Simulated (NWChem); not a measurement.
# Cl2 (chlorine): B3LYP/6-31G(d) (spherical functions)

What is the energy change on altering one bond length of Cl2 (chlorine) at B3LYP/6-31G* (spherical functions)? 

Program for the calculation: NWChem 7.3.0.

3 further runs of the same task are left out: 3 set aside as unsound or not needed. Runs told in other sessions of the task aren't counted.

## (1) The system as given

The species is Cl2 (2 atoms), meant as a singlet with charge 0. As SMILES, `ClCl`. The shape is that of a PBE0-D4/def2-TZVP optimisation.

Bond lengths: Cl1–Cl2 1.982 Å.

## (2) Energy and gradient at B3LYP/6-31G(d) (spherical functions)

Contents of cl2.xyz:

```xyz
2

Cl     0.845690    -0.281600     0.433600
Cl    -0.845690     0.281600    -0.433600
```

Contents of cl2.nw:

```
start cl2
memory total 2200 mb

geometry units angstrom noautosym nocenter noautoz
   load format xyz cl2.xyz
end

basis spherical bse
   Cl library 6-31G*
end

dft
   xc b3lyp
   grid xfine
   convergence energy 1e-08
   maxiter 100
   mulliken
end

task dft gradient
```

Started as:

```console
$ nwchem cl2.nw > cl2.out
```

The log of the run:

```text
[...]
          Wavefunction type:  closed shell.
          No. of atoms     :     2
          No. of electrons :    34
[...]
          Charge           :     0
          Spin multiplicity:     1
[...]
          AO basis - number of functions:    36
[...]
              XC Information
              --------------
                         B3LYP Method XC Potential
                     Hartree-Fock (Exact) Exchange  0.200
                        Slater Exchange Functional  0.800 local
                    Becke 1988 Exchange Functional  0.720 non-local
              Lee-Yang-Parr Correlation Functional  0.810
                  VWN I RPA Correlation Functional  0.190 local
[...]
 d= 0,ls=0.0,diis     1   -920.3160195280 -9.97D+02  1.61D-02  2.57D-01     0.5
[...]
 d= 0,ls=0.0,diis     7   -920.3416222015 -2.65D-11  1.08D-08  2.80D-13     2.3
         Total DFT energy =     -920.341622201537
      One electron energy =    -1423.753185781431
           Coulomb energy =      482.799032598913
    Exchange-Corr. energy =      -56.531607183296
 Nuclear repulsion energy =       77.144138164278
[...]
      Total Density - Mulliken Population Analysis
     ---------------------------------------------
    Atom       Charge   Shell Charges
 -----------   ------   -------------------------------------------------------
    1 Cl  17    17.00   2.00  2.00  5.97  1.45  3.54  0.53  1.47  0.04
    2 Cl  17    17.00   2.00  2.00  5.97  1.45  3.54  0.53  1.47  0.04
[...]
  wavefunction    = closed shell
                         DFT ENERGY GRADIENTS
    atom               coordinates                        gradient
                 x          y          z           x          y          z
   1 Cl      1.598122  -0.532147   0.819385   -0.020170   0.006716  -0.010341
   2 Cl     -1.598122   0.532147  -0.819385    0.020170  -0.006716   0.010341
[...]
```

Run time: 3.6 s. Hardware: 1 thread of AMD EPYC 7B13 (Zen 3), shared host; peak memory 0.11 GiB.

## (3) The distorted shape: the energy at B3LYP/6-31G(d) (spherical functions)

Contents of cl2.nw:

```
start cl2
memory total 2200 mb

geometry units angstroms noautosym nocenter noautoz
Cl       1.099410      -0.366084       0.563687
Cl      -0.845690       0.281600      -0.433600
end

basis spherical bse
* library 6-31G*
end

dft
xc b3lyp
grid xfine
convergence energy 1e-08
maxiter 100
mulliken
end

task dft energy
```

Started as:

```console
$ nwchem cl2.nw > cl2.out
```

The log of the run:

```text
[...]
          Wavefunction type:  closed shell.
          No. of atoms     :     2
          No. of electrons :    34
[...]
          Charge           :     0
          Spin multiplicity:     1
[...]
          AO basis - number of functions:    36
[...]
              XC Information
              --------------
                         B3LYP Method XC Potential
                     Hartree-Fock (Exact) Exchange  0.200
                        Slater Exchange Functional  0.800 local
                    Becke 1988 Exchange Functional  0.720 non-local
              Lee-Yang-Parr Correlation Functional  0.810
                  VWN I RPA Correlation Functional  0.190 local
[...]
 d= 0,ls=0.0,diis     1   -920.3129371610 -9.87D+02  1.35D-02  1.93D-01     0.5
[...]
 d= 0,ls=0.0,diis     6   -920.3306036472 -5.65D-09  2.69D-07  3.08D-10     2.0
         Total DFT energy =     -920.330603647156
      One electron energy =    -1403.610191103975
           Coulomb energy =      472.636727947098
    Exchange-Corr. energy =      -56.438549865154
 Nuclear repulsion energy =       67.081409374874
[...]
      Total Density - Mulliken Population Analysis
     ---------------------------------------------
    Atom       Charge   Shell Charges
 -----------   ------   -------------------------------------------------------
    1 Cl  17    17.00   2.00  2.00  5.97  1.46  3.46  0.53  1.57  0.01
    2 Cl  17    17.00   2.00  2.00  5.97  1.46  3.46  0.53  1.57  0.01
[...]
```

It took 2.6 s on 1 thread of AMD EPYC 7B13 (Zen 3), shared host; peak memory 0.11 GiB.

## (4) Outcome

Level: B3LYP/6-31G* (spherical functions).

| quantity | value |
| --- | --- |
| first shape: total energy | -920.34162 Eh |
| first shape: dipole moment | 0.00 D |
| first shape: HOMO energy | -8.40 eV |
| first shape: LUMO energy | -3.35 eV |
| first shape: HOMO–LUMO gap | 5.05 eV |
| first shape: largest force on an atom | 1.216 eV/Å |
| distorted shape: total energy | -920.33060 Eh |
| distorted shape: dipole moment | 0.00 D |
| distorted shape: HOMO energy | -8.95 eV |
| distorted shape: LUMO energy | -5.51 eV |
| distorted shape: HOMO–LUMO gap | 3.43 eV |
| energy change with the Cl1–Cl2 bond stretched from 1.982 to 2.280 Å | 0.300 eV |

What this shows: With the Cl1–Cl2 bond stretched from 1.982 to 2.280 Å the energy rises by 0.30 eV (28.9 kJ/mol). The first shape isn't relaxed at this level, so the change isn't measured from a minimum. The largest force (first shape) is 1.22 eV/Å: the shape isn't a stationary point for this species at this level.
